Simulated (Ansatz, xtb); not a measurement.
## CH5NSi: 6 structures ranked

6 gas-phase structures of CH5NSi, found in a search over its isomers (lower ones may exist). Each was relaxed with GFN2-xTB:

A. `C1N[SiH2]1`, a singlet
B. `CN[SiH]`, a singlet
C. `[H]/N=[SiH]/C`, a singlet
D. `CN=[SiH2]`, a singlet
E. `C=N[SiH3]`, a singlet
F. `C[Si]N`, a singlet

Problem. Estimate their order in r2SCAN-D4/def2-SVP energy at these geometries, lowest first.

Solution. Calculated order at r2SCAN-D4/def2-SVP: F (0.0), C (14.3), B (14.8), E (17.5), A (26.8), D (33.0) kcal/mol. Less than 1 kcal/mol parts C and B, so the order within that pair means little.

Energies above the lowest of each column, in kcal/mol; the last columns are at BLYP-D3(BJ)/def2-SVP geometries and were run for some of them only (a dash: not run or not comparable):

```json
{"structure": "F", "GFN2-xTB": "22.1", "HF/STO-3G": "0.0", "r2SCAN-D4/def2-SVP": "0.0", "BLYP-D3(BJ)/def2-SVP": "0.0", "CCSD(T)/def2-TZVP": "0.0"}
{"structure": "C", "GFN2-xTB": "2.6", "HF/STO-3G": "45.2", "r2SCAN-D4/def2-SVP": "14.3", "BLYP-D3(BJ)/def2-SVP": "13.8", "CCSD(T)/def2-TZVP": "–"}
{"structure": "B", "GFN2-xTB": "21.6", "HF/STO-3G": "14.4", "r2SCAN-D4/def2-SVP": "14.8", "BLYP-D3(BJ)/def2-SVP": "12.4", "CCSD(T)/def2-TZVP": "16.1"}
{"structure": "E", "GFN2-xTB": "7.5", "HF/STO-3G": "18.4", "r2SCAN-D4/def2-SVP": "17.5", "BLYP-D3(BJ)/def2-SVP": "11.4", "CCSD(T)/def2-TZVP": "12.3"}
{"structure": "A", "GFN2-xTB": "22.4", "HF/STO-3G": "34.1", "r2SCAN-D4/def2-SVP": "26.8", "BLYP-D3(BJ)/def2-SVP": "–", "CCSD(T)/def2-TZVP": "–"}
{"structure": "D", "GFN2-xTB": "0.0", "HF/STO-3G": "58.9", "r2SCAN-D4/def2-SVP": "33.0", "BLYP-D3(BJ)/def2-SVP": "–", "CCSD(T)/def2-TZVP": "–"}
```

CCSD(T)/def2-TZVP puts F lowest of those it was run on; GFN2-xTB picks D. CCSD(T)/def2-TZVP orders those it was run on as F (0.0), E (12.3), B (16.1) kcal/mol. Flexible structures stand in one conformer each, not always the lowest. Frequencies (BLYP-D3(BJ)/def2-SVP) were run for B, E, F alone.

Over these structures GFN2-xTB departs from r2SCAN-D4/def2-SVP by 13.2 kcal/mol on average once a common shift is removed. A GFN2-xTB relaxation took about 0.051 s and the r2SCAN-D4/def2-SVP energy about 1.6 s on a shared host (Ansatz 0.2.0, xtb 6.7.1).
